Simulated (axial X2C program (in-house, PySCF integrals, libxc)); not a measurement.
# Outer orbitals of OH at 0.972 Å, PBE0

Calculated with an in-house relativistic program for diatomic molecules. Spin-free means the one-electron spin-free X2C Hamiltonian; two-component (2c) means X2C with spin–orbit coupling and atomic mean-field two-electron Coulomb and Gaunt terms, so the difference of the two also holds small scalar two-electron terms. Basis: O dyall-av3z [7s6p3d2f], H dyall-v3z [6s2p1d] (cores contracted in-house); Gaussian nuclei, density fitting, unrestricted open shells. Masses: O 15.995 u, H 1.008 u.

The distance is close to the 2c PBE0 minimum; the highest filled and lowest empty levels are listed.

Spin-free orbitals, state M_S = 1/2, Λ = 1 (beyond evenly filled blocks: π+α, π+β, π-α) (Löwdin shares):

```
symmetry  occupied  ε (eV)           atomic character
      σα       yes  -28.72  66% O s, 20% H s, 10% H p
      σβ       yes  -26.72  64% O s, 22% H s, 10% H p
      σα       yes  -13.61   74% O p, 15% H s, 9% O s
      σβ       yes  -12.91  72% O p, 15% H s, 10% O s
     π-α       yes  -11.03    91% O p, 6% H p, 3% H d
     π+α       yes  -11.03    91% O p, 6% H p, 3% H d
     π+β       yes   -9.05    90% O p, 7% H p, 3% H d
     π-β        no   -4.80    90% O p, 8% H p, 2% H d
      σα        no    0.30  56% H s, 23% O s, 10% H p
      σβ        no    0.44  57% H s, 21% O s, 10% H p
      σα        no    1.90    89% O p, 8% O s, 4% H s
```

Spinors with spin–orbit coupling (state Ω = 3/2):

```tsv
ω	occupied	ε (eV)	atomic character	λ mixture
1/2	yes	-28.72	66% O s, 20% H s, 10% H p	100% σ
-1/2	yes	-26.72	64% O s, 22% H s, 10% H p	100% σ
1/2	yes	-13.60	74% O p, 15% H s, 9% O s	100% σ
-1/2	yes	-12.91	72% O p, 15% H s, 10% O s	100% σ
-1/2	yes	-11.04	91% O p, 6% H p, 3% H d	100% π
3/2	yes	-11.02	91% O p, 6% H p, 3% H d	100% π
1/2	yes	-9.05	90% O p, 7% H p, 3% H d	100% π
-3/2	no	-4.80	90% O p, 8% H p, 2% H d	100% π
1/2	no	0.30	56% H s, 23% O s, 10% H p	100% σ
-1/2	no	0.44	57% H s, 21% O s, 10% H p	100% σ
1/2	no	1.90	89% O p, 8% O s, 4% H s	100% σ
```

Mulliken charges and populations of the two-component result (they depend on the basis, above all on diffuse functions):

O -0.21 e (s 3.87 p 4.33 d 0.01), H 0.21 e (s 0.69 p 0.09 d 0.01). ⟨Lz⟩ = 1.00 ħ and ⟨Sz⟩ = 0.50 ħ (0.51 and -0.01 on the two atoms), which add up to Ω.

One determinant describes the state; a PBE0 search over occupations chose it and may have missed a lower one. Density functionals use the spin component along the axis (collinear). Without a current term, density functionals place determinants with orbital angular momentum somewhat too high.
